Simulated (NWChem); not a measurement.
**C2H5N (N-methylmethanimine) at 4 levels**

Aim: a comparison of 4 runs (TPSS/aug-cc-pVDZ, r2SCAN/aug-cc-pVDZ, BLYP/aug-cc-pVDZ, revPBE/aug-cc-pVDZ) of C2H5N (N-methylmethanimine). 

The results are computed with NWChem 7.3.0.

**1. The system as given**

C2H5N has 8 atoms, charge 0, and is taken as a singlet. SMILES: `C=NC`. Geometry: relaxed at PBE0-D4/def2-TZVP.

Bond lengths: C1–N2 1.257 Å, N2–C3 1.439 Å, C1–H4 1.100 Å, C1–H5 1.090 Å, C3–H6 1.100 Å, C3–H7 1.093 Å, C3–H8 1.093 Å. Angles: C1–N2–C3 117.9°, N2–C1–H4 123.2°, N2–C1–H5 119.4°, N2–C3–H6 113.7°, N2–C3–H7 109.0°, N2–C3–H8 109.1°, H4–C1–H5 117.3°, H6–C3–H7 109.1°, H6–C3–H8 109.1°, H7–C3–H8 106.7°.

**2. Energy and gradient at TPSS/aug-cc-pVDZ (run 1)**

c2h5n.nw

```
start c2h5n
title "C2H5N"
memory stack 880 mb heap 220 mb global 1100 mb

geometry units bohr noautosym nocenter noautoz
   C  -1.34227247  1.41464898 -1.49156083
   N   0.84281785  0.59224017 -1.05522307
   C   1.17862218 -1.06580553  1.07355341
   H  -2.99559385  0.93012320 -0.32862337
   H  -1.64897502  2.67169479 -3.09329269
   H  -0.57239804 -1.43468007  2.13104415
   H   1.95813421 -2.86123433  0.41196030
   H   2.57966513 -0.24679823  2.35214211
end

basis spherical bse
   * library aug-cc-pVDZ
end

dft
   xc xtpss03 ctpss03
   grid fine
   convergence energy 1e-08
   maxiter 100
   mulliken
   print low
end

task dft gradient
```

Launch:

```sh
$ nwchem c2h5n.nw > c2h5n.out
```

The log of the run:

```text
[...]
 d= 0,ls=0.0,diis     1   -133.9377410537 -2.06D+02  1.34D-02  3.28D-01     2.9
[...]
 d= 0,ls=0.0,diis    10   -133.9810511952 -2.12D-09  4.22D-07  6.34D-09    24.8
         Total DFT energy =     -133.981051195223
      One electron energy =     -322.834375271775
           Coulomb energy =      135.969157195749
    Exchange-Corr. energy =      -19.629087458484
 Nuclear repulsion energy =       72.513254339287
[...]
      Total Density - Mulliken Population Analysis
     ---------------------------------------------
    Atom       Charge   Shell Charges
 -----------   ------   -------------------------------------------------------
    1 C    6     5.41   2.02  0.69  0.35 -0.01  2.06  0.33 -0.03  0.08 -0.09
    2 N    7     7.27   2.01  0.78  0.88  0.03  2.34  1.11 -0.03  0.04  0.10
    3 C    6     5.22   2.02  0.67  0.14  0.11  2.12  0.19 -0.01  0.07 -0.08
    4 H    1     1.22   0.79  0.46  0.00  0.03 -0.06
    5 H    1     1.31   0.79  0.50  0.02  0.02 -0.03
    6 H    1     1.18   0.79  0.38  0.01  0.03 -0.03
    7 H    1     1.19   0.79  0.40  0.00  0.03 -0.02
    8 H    1     1.20   0.79  0.40  0.00  0.03 -0.02
[...]
                         DFT ENERGY GRADIENTS
    atom               coordinates                        gradient
                 x          y          z           x          y          z
   1 C      -1.342272   1.414649  -1.491561    0.018884  -0.007858   0.004736
   2 N       0.842818   0.592240  -1.055223   -0.023477   0.002315   0.004204
   3 C       1.178622  -1.065806   1.073553   -0.001370   0.004332  -0.005454
   4 H      -2.995594   0.930123  -0.328623    0.005543   0.001234  -0.003380
   5 H      -1.648975   2.671695  -3.093293    0.001198  -0.003532   0.004368
   6 H      -0.572398  -1.434680   2.131044    0.005706   0.001102  -0.003272
   7 H       1.958134  -2.861234   0.411960   -0.002326   0.005134   0.002302
   8 H       2.579665  -0.246798   2.352142   -0.004158  -0.002727  -0.003503
 Task  times  cpu:       32.7s     wall:       32.7s
 Total times  cpu:       32.7s     wall:       32.7s
```

It took 33 s on 1 thread of Intel Xeon 6975P-C (Granite Rapids), shared host; peak memory 0.12 GiB.

**3. Energy and forces at r2SCAN/aug-cc-pVDZ (run 2)**

run.py

```python
from ase import Atoms
from ase.calculators.nwchem import NWChem

system = Atoms('CNCHHHHH', positions=[
    [-0.710300, 0.748600, -0.789300],
    [0.446000, 0.313400, -0.558400],
    [0.623700, -0.564000, 0.568100],
    [-1.585200, 0.492200, -0.173900],
    [-0.872600, 1.413800, -1.636900],
    [-0.302900, -0.759200, 1.127700],
    [1.036200, -1.514100, 0.218000],
    [1.365100, -0.130600, 1.244700],
])

calc = NWChem(
    label='c2h5n',
    theory='dft',
    memory='2200 mb',
    basis='aug-cc-pVDZ',
    basispar='spherical bse',
    dft={'xc': 'r2scan', 'mult': '1', 'grid': 'fine', 'convergence': 'energy 1e-08', 'iterations': '100', 'mulliken': None, 'print': 'low'},
)
system.calc = calc

forces = system.get_forces()
print("Total energy (eV):", round(system.get_potential_energy(), 6))
print("forces (eV/A):")
for s, f in zip(system.symbols, forces):
    print(f"{s:2s} {f[0]:10.5f} {f[1]:10.5f} {f[2]:10.5f}")
```

Launch:

```sh
$ export ASE_NWCHEM_COMMAND="nwchem PREFIX.nwi > PREFIX.nwo"
$ python run.py
```

The log of the run:

```text
Total energy (eV): -3642.789497
forces (eV/A):
C    -0.64807    0.25912   -0.14743
N     0.88647   -0.13889   -0.09127
C    -0.01023   -0.06464    0.09302
H    -0.23906   -0.06999    0.16836
H    -0.03234    0.15571   -0.19854
H    -0.21865   -0.04345    0.12634
H     0.09847   -0.18923   -0.07862
H     0.16347    0.09138    0.12820
```

The calculator wrote c2h5n.nwi:

```
title "c2h5n"

permanent_dir c2h5n

scratch_dir c2h5n

start c2h5n

geometry units angstrom nocenter noautosym noautoz
  C  -7.1030000000000004e-01 7.4860000000000004e-01 -7.8930000000000000e-01
  N  4.4600000000000001e-01 3.1340000000000001e-01 -5.5840000000000001e-01
  C  6.2370000000000003e-01 -5.6399999999999995e-01 5.6810000000000005e-01
  H  -1.5851999999999999e+00 4.9220000000000003e-01 -1.7390000000000000e-01
  H  -8.7260000000000004e-01 1.4137999999999999e+00 -1.6369000000000000e+00
  H  -3.0290000000000000e-01 -7.5919999999999999e-01 1.1276999999999999e+00
  H  1.0362000000000000e+00 -1.5141000000000000e+00 2.1800000000000000e-01
  H  1.3651000000000000e+00 -1.3059999999999999e-01 1.2446999999999999e+00
end

memory 2200 mb

basis spherical bse noprint
   * library aug-cc-pVDZ
end

dft
  xc r2scan
  mult 1
  grid fine
  convergence energy 1e-08
  iterations 100
  mulliken
  print low
end

task dft gradient
```

c2h5n.nwo:

```text
Northwest Computational Chemistry Package (NWChem) 7.3.0
             --------------------------------------------------------

           Job information
           ---------------

    nwchem branch   = 7.3.0
    use scalapack   = T
    input           = c2h5n.nwi
    prefix          = c2h5n.
    data base       = c2h5n/c2h5n.db
    status          = startup
    nproc           =        1

           Memory information
           ------------------

    heap     =     72089594 doubles =      550.0 Mbytes
    stack    =     72089599 doubles =      550.0 Mbytes
    global   =    144179200 doubles =     1100.0 Mbytes (distinct from heap & stack)
    total    =    288358393 doubles =     2200.0 Mbytes
    verify   = yes
    hardfail = no

[... 37 lines left out ...]
            Nuclear Dipole moment (a.u.)
[... 75 lines left out ...]
   convergence    iter        energy       DeltaE   RMS-Dens  Diis-err    time
[... 14 lines left out ...]
         Total DFT energy =     -133.870045938899
      One electron energy =     -322.802858724034
           Coulomb energy =      135.921319365752
    Exchange-Corr. energy =      -19.501766134310
 Nuclear repulsion energy =       72.513259553693
[... 29 lines left out ...]
                         DFT ENERGY GRADIENTS

    atom               coordinates                        gradient
                 x          y          z           x          y          z
   1 C      -1.342272   1.414649  -1.491561    0.012603  -0.005039   0.002867
   2 N       0.842818   0.592240  -1.055223   -0.017239   0.002701   0.001775
   3 C       1.178622  -1.065805   1.073553    0.000199   0.001257  -0.001809
[... 4 lines of this table left out ...]
   8 H       2.579665  -0.246798   2.352142   -0.003179  -0.001777  -0.002493

 Task  times  cpu:       35.2s     wall:       35.2s
 Total times  cpu:       35.2s     wall:       35.2s
```

Run time: 36 s. Hardware: 1 thread of Intel Xeon 6975P-C (Granite Rapids), shared host; peak memory 0.12 GiB.

**4. Energy and gradient at BLYP/aug-cc-pVDZ (run 3)**

a.nw

```
start a
title "C2H5N BLYP"
memory stack 880 mb heap 220 mb global 1100 mb

geometry units bohr noautosym nocenter noautoz
 C  -1.34227247  1.41464898 -1.49156083
 N   0.84281785  0.59224017 -1.05522307
 C   1.17862218 -1.06580553  1.07355341
 H  -2.99559385  0.93012320 -0.32862337
 H  -1.64897502  2.67169479 -3.09329269
 H  -0.57239804 -1.43468007  2.13104415
 H   1.95813421 -2.86123433  0.41196030
 H   2.57966513 -0.24679823  2.35214211
end

basis spherical bse
 C library aug-cc-pVDZ
 N library aug-cc-pVDZ
 H library aug-cc-pVDZ
end

dft
 xc becke88 lyp
 mult 1
 grid fine
 convergence energy 1e-08
 iterations 100
 mulliken
end

task dft gradient
```

Launch:

```sh
$ nwchem a.nw > a.out
```

The log of the run:

```text
[...]
          Wavefunction type:  closed shell.
          No. of atoms     :     8
          No. of electrons :    24
[...]
          Charge           :     0
          Spin multiplicity:     1
[...]
          AO basis - number of functions:   114
[...]
              XC Information
              --------------
                    Becke 1988 Exchange Functional  1.000
              Lee-Yang-Parr Correlation Functional  1.000
[...]
 d= 0,ls=0.0,diis     1   -133.8430917370 -2.06D+02  2.54D-02  4.55D-01     2.7
[...]
 d= 0,ls=0.0,diis    10   -133.8931177893 -2.01D-09  2.21D-07  7.78D-10    21.7
         Total DFT energy =     -133.893117789340
      One electron energy =     -322.782048517356
           Coulomb energy =      135.900014072497
    Exchange-Corr. energy =      -19.524337683768
 Nuclear repulsion energy =       72.513254339287
[...]
      Total Density - Mulliken Population Analysis
     ---------------------------------------------
    Atom       Charge   Shell Charges
 -----------   ------   -------------------------------------------------------
    1 C    6     5.12   2.02  0.69  0.26 -0.05  2.10  0.18 -0.06  0.08 -0.11
    2 N    7     7.14   2.02  0.78  0.83  0.07  2.37  0.94 -0.03  0.04  0.11
    3 C    6     4.78   2.02  0.68  0.04  0.07  2.16 -0.13 -0.05  0.07 -0.09
    4 H    1     1.40   0.79  0.64  0.01  0.03 -0.07
    5 H    1     1.49   0.79  0.69  0.03  0.02 -0.04
    6 H    1     1.35   0.79  0.55  0.02  0.03 -0.03
    7 H    1     1.36   0.79  0.57  0.01  0.03 -0.03
    8 H    1     1.36   0.79  0.57  0.01  0.03 -0.03
[...]
  wavefunction    = closed shell
                         DFT ENERGY GRADIENTS
    atom               coordinates                        gradient
                 x          y          z           x          y          z
   1 C      -1.342272   1.414649  -1.491561    0.019809  -0.009347   0.006457
   2 N       0.842818   0.592240  -1.055223   -0.025326   0.002424   0.004620
   3 C       1.178622  -1.065806   1.073553   -0.002211   0.004096  -0.004887
   4 H      -2.995594   0.930123  -0.328623    0.007815   0.001869  -0.004935
   5 H      -1.648975   2.671695  -3.093293    0.001988  -0.005443   0.006703
   6 H      -0.572398  -1.434680   2.131044    0.007697   0.001821  -0.004880
   7 H       1.958134  -2.861234   0.411960   -0.003606   0.007749   0.002498
   8 H       2.579665  -0.246798   2.352142   -0.006166  -0.003167  -0.005575
[...]
```

Run time: 28 s. Hardware: 1 thread of Intel Xeon 6975P-C (Granite Rapids), shared host; peak memory 0.11 GiB.

**5. Energy and gradient at revPBE/aug-cc-pVDZ (run 4)**

c2h5n.nw

```
echo
START c2h5n
TITLE "C2H5N"
memory stack 880 mb heap 220 mb global 1100 mb
charge 0
GEOMETRY units au noautosym nocenter noautoz
   C     -1.34227247     1.41464898    -1.49156083
   N      0.84281785     0.59224017    -1.05522307
   C      1.17862218    -1.06580553     1.07355341
   H     -2.99559385     0.93012320    -0.32862337
   H     -1.64897502     2.67169479    -3.09329269
   H     -0.57239804    -1.43468007     2.13104415
   H      1.95813421    -2.86123433     0.41196030
   H      2.57966513    -0.24679823     2.35214211
END
BASIS spherical bse
   C library aug-cc-pVDZ
   N library aug-cc-pVDZ
   H library aug-cc-pVDZ
END
DFT
   xc revpbe cpbe96
   mult 1
   grid fine
   convergence energy 1e-08
   maxiter 100
   mulliken
END
TASK dft gradient
```

Launch:

```sh
$ nwchem c2h5n.nw > c2h5n.out
```

The log of the run:

```text
[...]
          Wavefunction type:  closed shell.
          No. of atoms     :     8
          No. of electrons :    24
[...]
          Charge           :     0
          Spin multiplicity:     1
[...]
          AO basis - number of functions:   114
[...]
              XC Information
              --------------
                        RevPBE Exchange Functional  1.000
            Perdew 1991 LDA Correlation Functional  1.000 local
           PerdewBurkeErnz. Correlation Functional  1.000 non-local
[...]
 d= 0,ls=0.0,diis     1   -133.8740005589 -2.06D+02  1.55D-02  3.92D-01     2.6
[...]
 d= 0,ls=0.0,diis    10   -133.9182119743 -4.84D-09  7.17D-07  1.79D-08    21.5
         Total DFT energy =     -133.918211974344
      One electron energy =     -322.796491318746
           Coulomb energy =      135.914378357386
    Exchange-Corr. energy =      -19.549353352271
 Nuclear repulsion energy =       72.513254339287
[...]
      Total Density - Mulliken Population Analysis
     ---------------------------------------------
    Atom       Charge   Shell Charges
 -----------   ------   -------------------------------------------------------
    1 C    6     5.33   2.02  0.68  0.36 -0.01  2.07  0.26 -0.03  0.08 -0.11
    2 N    7     7.32   2.02  0.77  0.90  0.06  2.34  1.11 -0.03  0.04  0.11
    3 C    6     5.15   2.02  0.67  0.16  0.12  2.13  0.08 -0.02  0.07 -0.09
    4 H    1     1.25   0.79  0.50  0.00  0.03 -0.06
    5 H    1     1.34   0.79  0.54  0.02  0.03 -0.04
    6 H    1     1.20   0.78  0.41  0.01  0.03 -0.03
    7 H    1     1.21   0.78  0.42  0.00  0.03 -0.02
    8 H    1     1.21   0.78  0.42  0.00  0.03 -0.02
[...]
  wavefunction    = closed shell
                         DFT ENERGY GRADIENTS
    atom               coordinates                        gradient
                 x          y          z           x          y          z
   1 C      -1.342272   1.414649  -1.491561    0.021007  -0.008783   0.005329
   2 N       0.842818   0.592240  -1.055223   -0.028698   0.003838   0.003759
   3 C       1.178622  -1.065806   1.073553   -0.000509   0.002270  -0.002963
   4 H      -2.995594   0.930123  -0.328623    0.008854   0.001887  -0.005279
   5 H      -1.648975   2.671695  -3.093293    0.001890  -0.006066   0.007573
   6 H      -0.572398  -1.434680   2.131044    0.007907   0.002152  -0.005394
   7 H       1.958134  -2.861234   0.411960   -0.003862   0.008153   0.002780
   8 H       2.579665  -0.246798   2.352142   -0.006589  -0.003450  -0.005804
[...]
```

Wall time 28 s (1 thread of Intel Xeon 6975P-C (Granite Rapids), shared host); peak memory 0.12 GiB.

**6. All runs side by side**

```tsv
run	level	energy (Eh)	largest force (eV/Å)	wall time
1	TPSS/aug-cc-pVDZ	-133.981051	1.232	33 s
2	r2SCAN/aug-cc-pVDZ	-133.870046	0.902	36 s
3	BLYP/aug-cc-pVDZ	-133.893118	1.330	28 s
4	revPBE/aug-cc-pVDZ	-133.918212	1.501	28 s
```

**7. Outcome**

| quantity | value |
| --- | --- |
| run 4: total energy | -133.91821 Eh |
| run 4: dipole moment | 1.40 D |
| run 4: HOMO energy | -5.87 eV |
| run 4: LUMO energy | -1.44 eV |
| run 4: HOMO–LUMO gap | 4.43 eV |
| run 4: largest force on an atom | 1.501 eV/Å |

Totals of different functionals can't be ranked against each other. All runs together took 2.1 min, the longest 36 s.
